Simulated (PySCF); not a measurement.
Compound: difluorophosphine, F₂HP.
SMILES: `FPF`

A linear-response calculation (PySCF, def2-SVPD basis, gas phase, vertical, core orbitals frozen in the response) gave these numbers; the functional is withheld.

Orbital energies (eV): HOMO-3 -14.47, HOMO-2 -13.98, HOMO-1 -13.61, HOMO -9.65, LUMO 0.33, LUMO+1 0.66, LUMO+2 1.83.

| state | E (eV) | f | main configurations (H = HOMO, L = LUMO) |
| --- | --- | --- | --- |
| S1 | 5.95 | 0.033 | H→L (98%) |
| S2 | 6.71 | 0.092 | H→L+1 (94%) |
| S3 | 7.94 | 0.135 | H→L+2 (96%) |
| S4 | 9.83 | 0.069 | H→L+3 (90%) |
| S5 | 10.02 | 0.055 | H-1→L (80%), H-2→L+1 (13%) |
| S6 | 10.24 | 0.0068 | H-2→L (83%) |

Triplets, Tamm–Dancoff:

```
state  E (eV)  λ (nm)  main configurations (H = HOMO, L = LUMO)
   T1    4.70   263.9                                 H→L (96%)
   T2    5.02   247.0                               H→L+1 (94%)
   T3    7.43   167.0                               H→L+2 (90%)
   T4    8.93   138.9                               H-1→L (91%)
```

Vertical ionisation energy by ΔSCF with the same functional: 11.11 eV. Mean static polarisability: 26.9 au.

Problem. Name the functional.
A. CAM-B3LYP
B. B3LYP
C. PBE
D. HF

Solution. A. CAM-B3LYP is range-separated, 19% exact exchange at short range and 65% at long range (ω = 0.33 bohr⁻¹). In this run −ε(HOMO) = 9.65 eV differs from the ΔSCF value by -1.46 eV, and S1 differs from the orbital gap of 9.98 eV by -4.03 eV. The ratio −ε(HOMO)/IP is 0.87. Small neutral molecules mostly give 0.85 to 0.93 with CAM-B3LYP, 0.5 to 0.7 with PBE, 0.67 to 0.83 with B3LYP; Hartree–Fock can't fall below 1, since the ion's relaxation only lowers the ΔSCF value.

Computed, not measured: TDDFT CAM-B3LYP/def2-SVPD, vertical, gas phase, core orbitals frozen in the response (PySCF). Geometry: PBE0-D3(BJ)/def2-SVP; no solvent, vibrations or thermal averaging.
